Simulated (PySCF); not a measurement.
# C2H3O, SMILES `C[C]=O` (charge 0, multiplicity 2)

Computed with PBE-D3(BJ)/def2-TZVP (PySCF 2.14.0).

```yaml
highest_occupied_spin_orbital: -4.32 eV
dipole_moment: 2.47 D
total_energy: -153.0645 Ha
cost: roughly 2.4 core-minutes
```

```xyz
6

C     -0.4631     0.0112    -0.0099
C      0.9808     0.0066    -0.4329
O      1.9571    -0.0620     0.2431
H     -0.9753    -0.8257    -0.5052
H     -0.9322     0.9340    -0.3797
H     -0.5673    -0.0641     1.0847
```
Charge 0, spin multiplicity 2.
